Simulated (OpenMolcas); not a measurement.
**C2F3 (trifluorovinyl radical) at 5 levels**

Wanted: a comparison of 5 runs (UHF/3-21G, UHF/aug-cc-pVDZ, UB3LYP/6-31G*, U-revPBE/aug-cc-pVDZ, USVWN5/aug-cc-pVDZ) of C2F3 (trifluorovinyl radical). 

The results are computed with OpenMolcas 26.06.

## Step 1: The system as given

The species is C2F3 (5 atoms), meant as a doublet with charge 0. SMILES: `F[C]=C(F)F`. The shape is that of a PBE0-D4/def2-TZVP optimisation.

Bond lengths: F1–C2 1.297 Å, C2–C3 1.311 Å, C3–F4 1.317 Å, C3–F5 1.311 Å. Angles: F1–C2–C3 129.8°, C2–C3–F4 124.9°, C2–C3–F5 123.2°, F4–C3–F5 111.9°.

## Step 2: Energy and forces at UHF/3-21G (run 1)

File test.input:

```
&gateway
  baslib=$CurrDir
  coord
  5
  angstrom
  F        0.577720      -1.033470       1.511080
  C        0.506940       0.038840       0.785720
  C       -0.126500       0.247860      -0.343200
  F       -0.848620      -0.650470      -0.980670
  F       -0.109540       1.397240      -0.972920
  basis=3-21G
  group=NoSym

&seward

&scf
  uhf
  spin=2
  thresholds=1e-10 1e-07 1e-07 1e-05
  prorbitals=1 2

&alaska
```

The basis set 3-21G is read from a file made from the Basis Set Exchange's data (not shown).

On the command line:

```bash
$ export MOLCAS_MEM=1860
$ pymolcas test.input > test.log
```

What it wrote:

```text
--- Start Module: gateway ---
[...]
--- Stop Module: gateway /rc=_RC_ALL_IS_WELL_ ---
[...]
      Basis functions           45
[...]
--- Start Module: scf ---
[...]
       Convergence after  19 Iterations
[...]
::    Total SCF energy                               -371.8907362503
[...]
      Total spin, S                                     0.6101505455
[...]
      Total electronic charge=   39.000000
      Total            charge=   -0.000000
[...]
      Dipole Moment (debye):
      Origin of the operator (angstrom)=   -0.0329   -0.0248   -0.0382
                   X=  4.4987E-01               Y=  4.0459E-01               Z=  4.8583E-01           Total=  7.7596E-01
      Quadrupole Moment (debye*angstrom):
[...]
--- Stop Module: scf /rc=_RC_ALL_IS_WELL_ ---
[...]
--- Start Module: alaska ---
[...]
 *              Molecular gradients               *
 **************************************************
  Irreducible representation: a
 ------------------------------------------------------------------------------------------
                              X                       Y                       Z
 ------------------------------------------------------------------------------------------
  F1               -1.99918283203004E-03    3.19197881085458E-02   -2.14254159833320E-02
  C2               -5.66825558988349E-04   -3.28568805041440E-02    1.78740851782377E-02
  C3               -8.93604172368323E-03    7.42875258457709E-03   -1.84862783266082E-02
  F4                1.31450327487563E-02    1.70109739453483E-02    1.12296546835733E-02
  F5               -1.64298263406881E-03   -2.35026341343136E-02    1.08079544481257E-02
 ------------------------------------------------------------------------------------------
--- Stop Module: alaska /rc=_RC_ALL_IS_WELL_ ---
[...]
```

It took 2.4 s on 1 thread of Arm Neoverse V2, shared host; peak memory 0.38 GiB.

## Step 3: Energy and gradient at UHF/aug-cc-pVDZ (run 2)

File job.inp:

```
>>> EXPORT MOLCAS_PRINT=2

&GATEWAY
 BASLIB = $CurrDir
 COORD
 5
 angstrom
 F        0.577720      -1.033470       1.511080
 C        0.506940       0.038840       0.785720
 C       -0.126500       0.247860      -0.343200
 F       -0.848620      -0.650470      -0.980670
 F       -0.109540       1.397240      -0.972920
 BASIS = aug-cc-pVDZ
 GROUP = NoSym

&SEWARD

&SCF
 UHF
 SPIN = 2
 THRESHOLDS = 1e-10 1e-07 1e-07 1e-05
 PRORBITALS = 1 2

&ALASKA
```

The basis set aug-cc-pVDZ is read from a file made from the Basis Set Exchange's data (not shown).

On the command line:

```bash
$ export MOLCAS_MEM=1860
$ pymolcas job.inp > job.log
```

What it wrote:

```text
--- Start Module: gateway ---
[...]
--- Stop Module: gateway /rc=_RC_ALL_IS_WELL_ ---
[...]
      Basis functions          115
[...]
--- Start Module: scf ---
[...]
       Convergence after  19 Iterations
[...]
::    Total SCF energy                               -373.9690922962
[...]
      Total spin, S                                     0.5895956014
[...]
      Total electronic charge=   39.000000
      Total            charge=   -0.000000
[...]
      Dipole Moment (debye):
      Origin of the operator (angstrom)=   -0.0329   -0.0248   -0.0382
                   X=  3.4932E-01               Y=  2.8982E-01               Z=  3.9113E-01           Total=  5.9917E-01
      Quadrupole Moment (debye*angstrom):
[...]
--- Stop Module: scf /rc=_RC_ALL_IS_WELL_ ---
[...]
--- Start Module: alaska ---
[...]
 *              Molecular gradients               *
 **************************************************
  Irreducible representation: a
 ------------------------------------------------------------------------------------------
                              X                       Y                       Z
 ------------------------------------------------------------------------------------------
  F1                1.74436294547675E-03    2.82586490806658E-03    1.16041417239821E-03
  C2               -7.12828202928151E-03   -4.77086490423861E-03   -8.62684366816957E-03
  C3                1.09044081128470E-02    2.56378090846843E-03    1.59114276546527E-02
  F4               -5.65409987373222E-03   -7.48248545101049E-03   -4.73305465699347E-03
  F5                1.33610844685106E-04    6.86370453877672E-03   -3.71194350191484E-03
 ------------------------------------------------------------------------------------------
--- Stop Module: alaska /rc=_RC_ALL_IS_WELL_ ---
[...]
```

It took 23 s on 1 thread of Arm Neoverse V2, shared host; peak memory 0.7 GiB.

Runs 3 to 4 aren't shown in full; the table further down has their settings and results.

## Step 4: Energy and gradient at USVWN5/aug-cc-pVDZ (run 5)

File input.xyz:

```xyz
5

F      0.577720    -1.033470     1.511080
C      0.506940     0.038840     0.785720
C     -0.126500     0.247860    -0.343200
F     -0.848620    -0.650470    -0.980670
F     -0.109540     1.397240    -0.972920
```

File test.inp:

```
&gateway
baslib=$CurrDir
coord=input.xyz
basis=aug-cc-pVDZ
group=NoSym
&seward
gridinput
Grid=UltraFine
End of Grid
&scf
uhf
spin=2
ksdft=SVWN5
thresholds=1e-10 1e-07 1e-07 1e-05
prorbitals=1 1
&alaska
```

The basis set aug-cc-pVDZ is read from a file made from the Basis Set Exchange's data (not shown).

On the command line:

```bash
$ export MOLCAS_MEM=1860
$ pymolcas test.inp > test.log
```

What it wrote:

```text
--- Start Module: gateway ---
[...]
--- Stop Module: gateway /rc=_RC_ALL_IS_WELL_ ---
[...]
      Basis functions          115
[...]
--- Start Module: scf ---
[...]
       Convergence after  18 Iterations
[...]
::    Total KS-DFT energy                            -373.0653342743
[...]
      Total spin, S                                     0.5032183302
[...]
      Total electronic charge=   39.000000
      Total            charge=   -0.000000
[...]
      Dipole Moment (debye):
      Origin of the operator (angstrom)=   -0.0329   -0.0248   -0.0382
                   X=  1.2863E-01               Y= -1.5955E-01               Z=  2.9607E-01           Total=  3.6008E-01
      Quadrupole Moment (debye*angstrom):
[...]
--- Stop Module: scf /rc=_RC_ALL_IS_WELL_ ---
[...]
--- Start Module: alaska ---
[...]
 *              Molecular gradients               *
 **************************************************
  Irreducible representation: a
 ------------------------------------------------------------------------------------------
                              X                       Y                       Z
 ------------------------------------------------------------------------------------------
  F1               -5.73609092634708E-04    4.38343487503090E-03   -3.42079629868763E-03
  C2               -6.12116413526120E-03   -1.26937710640451E-03   -9.02699149972008E-03
  C3                1.88345087176484E-03   -2.19927882594162E-03    4.25953026998424E-03
  F4                4.65374739305169E-03    5.75361250198370E-03    4.12892670988363E-03
  F5                1.57574963109419E-04   -6.66839144452425E-03    4.05933081867360E-03
 ------------------------------------------------------------------------------------------
--- Stop Module: alaska /rc=_RC_ALL_IS_WELL_ ---
[...]
```

Run time: 49 s. Hardware: 1 thread of Arm Neoverse V2, shared host; peak memory 0.7 GiB.

## Step 5: Overview of the runs

```
run                                level  Cartesian functions  integration grid  energy (Eh)  dipole moment (D)  HOMO energy (eV)  LUMO energy (eV)  wall time
  1                            UHF/3-21G                   no                 –  -371.890736               0.78            -11.03              2.05      2.4 s
  2                      UHF/aug-cc-pVDZ                   no                 –  -373.969092               0.60            -11.12              0.93       23 s
  3  UB3LYP/6-31G* (Cartesian functions)                  yes         UltraFine  -375.579127               0.29             -6.86             -3.36       32 s
  4                 U-revPBE/aug-cc-pVDZ                   no         UltraFine  -375.532656               0.31             -6.15             -4.55       79 s
  5                   USVWN5/aug-cc-pVDZ                   no         UltraFine  -373.065334               0.36             -6.41             -5.31       49 s
```

## Step 6: Results

```
                                 quantity          value
                      run 5: total energy  -373.06533 Eh
                     run 5: dipole moment         0.36 D
run 5: HOMO energy (highest over α and β)       -6.41 eV
 run 5: LUMO energy (lowest over α and β)       -5.31 eV
                              run 5: ⟨S²⟩          0.756
          run 5: largest force on an atom     0.565 eV/Å
```

**Reading.** The dipole moment (its size) runs from 0.29 D (UB3LYP/6-31G*) to 0.78 D (UHF/3-21G). The two ends differ in method and basis. Totals of different functionals can't be ranked against each other. Spin contamination of the reference: run 1 ⟨S²⟩ = 0.98, run 2 ⟨S²⟩ = 0.94. All runs together took 3.1 min, the longest 79 s.
